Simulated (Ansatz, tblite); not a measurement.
# The cluster SbTe₂+: rung by rung

The task here is to estimate one member of a computed series from the others.

Computed with Ansatz 0.2.0, Gaussian basis. Level: as each input shows.

Plan: GFN1-xTB, GFN2-xTB, PBE-D4/def2-TZVP, r2SCAN-D4/def2-TZVP, BHLYP-D4/def2-TZVP, B3LYP-D4/def2-TZVP, HSE06-D4/def2-TZVP, r2SCAN0-D4/def2-TZVP, B97M-V/def2-TZVP, PBE-D4/def2-SVP, PBE0-D4/def2-SVP, CCSD(T)/def2-TZVPP, MP2/def2-TZVP, RPA/def2-TZVP.

4 further runs of the same task are left out: 4 set aside as unsound or not needed.

## The relaxed structure

The singlet was relaxed beforehand with PBE0-D4/def2-SVP. At that level it is the lowest of the isomers that a small search found.

3 atoms, charge 1, spin multiplicity 1.

Bond lengths: Sb1–Te2 2.663 Å, Sb1–Te3 2.663 Å, Te2–Te3 2.872 Å. Angles: Te2–Sb1–Te3 65.3°, Sb1–Te2–Te3 57.4°, Sb1–Te3–Te2 57.4°.

Sb, Te take a core potential in the def2 sets. No spin-orbit coupling is included. The ion is computed in the gas phase, without counter-ions or solvent.

PBE0-D4/def2-TZVP was run before; its log isn't repeated, and its numbers join the tables.

Set-up of the first run:

Tight binding, by tblite at 300 K electronic temperature and without a spin-polarisation term:

```python
tblite.interface.Calculator('GFN1-xTB', numbers, positions, charge=1, uhf=0).singlepoint()
```

Tight binding, by tblite at 300 K electronic temperature and without a spin-polarisation term:

```python
tblite.interface.Calculator('GFN2-xTB', numbers, positions, charge=1, uhf=0).singlepoint()
```

start.molden holds the orbitals of an earlier run on this state, given as this run's starting guess.

in.yaml

```yaml
crystal:
  periodic: [false, false, false]
  atoms:
    - {symbol: Sb, position_ang: [-0.628270, 0.749061, -1.131316]}
    - {symbol: Te, position_ang: [1.326187, 0.638505, 0.674358]}
    - {symbol: Te, position_ang: [-0.697917, -1.387566, 0.456958]}
basis:
  gaussian: {orbitals: def2-TZVP, initial_orbitals: start.molden}
total_charge: 1
hamiltonian: {xc: pbe, dispersion: d4}
scf: {omitted_lower_state_checks: [starts]}
output: {forces: true, orbitals: {seedname: orbitals}}
```

Run with:

```console
ansatz run in.yaml --threads 4 --pin off --events-out ev --progress --plain --max-ram 3916MiB
```

Among the steps run: PBE-D4/def2-TZVP; r2SCAN-D4/def2-TZVP; BHLYP-D4/def2-TZVP; B3LYP-D4/def2-TZVP; HSE06-D4/def2-TZVP; r2SCAN0-D4/def2-TZVP; B97M-V/def2-TZVP; PBE-D4/def2-SVP; PBE0-D4/def2-SVP; CCSD(T)/def2-TZVPP; MP2/def2-TZVP; RPA/def2-TZVP.

One table of the session follows, with a row left open; its other results are not shown here.

It belongs to the step «Levels side by side». 

```
               level  HOMO (eV)  LUMO (eV)  gap (eV)
     PBE-D4/def2-SVP     -10.10      -9.52      0.58
    PBE-D4/def2-TZVP     -10.07      -9.47      0.60
 r2SCAN-D4/def2-TZVP     -10.28      -9.55      0.73
    B97M-V/def2-TZVP     -10.14      -9.33      0.81
  B3LYP-D4/def2-TZVP     -10.75      -9.09      1.66
    PBE0-D4/def2-SVP     -10.99      -9.03      1.96
   PBE0-D4/def2-TZVP     -10.95      -8.95      1.99
r2SCAN0-D4/def2-TZVP          ?          ?         ?
  HSE06-D4/def2-TZVP     -10.57      -9.31      1.26
  BHLYP-D4/def2-TZVP     -11.66      -8.27      3.39
```

**Question.** Estimate the row for r2SCAN0-D4/def2-TZVP.

**Answer.** HOMO (eV): -11.09; LUMO (eV): -9.01; gap (eV): 2.08. In the column «HOMO (eV)» it lies between BHLYP-D4/def2-TZVP (-11.66) and PBE0-D4/def2-SVP (-10.99).
